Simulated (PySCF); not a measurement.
A GIAO shielding run with PySCF (density fitting, non-relativistic, gas phase) on SMILES CCCCCCl, C$_{5}$H$_{11}$Cl:

```
$ OMP_NUM_THREADS=1 python probes_run.py task.json out

{"job": {"kind": "nmr", "xc": "PBE0", "basis": "pcSseg-2"}, "charge": 0, "multiplicity": 1}
C      2.506914    -0.326314    -0.386491
C      1.209080    -0.597303     0.353849
C      0.022967     0.138255    -0.247151
C     -1.275311    -0.127106     0.492932
C     -2.474290     0.595567    -0.074115
Cl    -2.340595     2.372361     0.103116
H      2.438160    -0.644293    -1.430594
H      3.347126    -0.856078     0.067432
H      2.744553     0.740813    -0.383730
H      1.316400    -0.304493     1.404582
H      1.005463    -1.674511     0.359111
H      0.224013     1.214510    -0.249127
H     -0.092937    -0.153416    -1.298683
H     -1.503905    -1.200292     0.461315
H     -1.165828     0.135321     1.550186
H     -3.392677     0.311508     0.437570
H     -2.590478     0.404877    -1.141548
```

Hardware: 1 thread of an Arm Neoverse V1, shared host. The job also computes population analyses, field gradients.

(1) How large is the calculation?

(2) How long does it take, and how much memory does it need?

Answers

(1) 58 electrons, 377 basis functions and 1001 auxiliary functions.

(2) 78 s of wall time, with 13 SCF cycles and 4 response iterations; peak memory 1.8 GiB. Times on a shared host scatter by some tens of per cent.
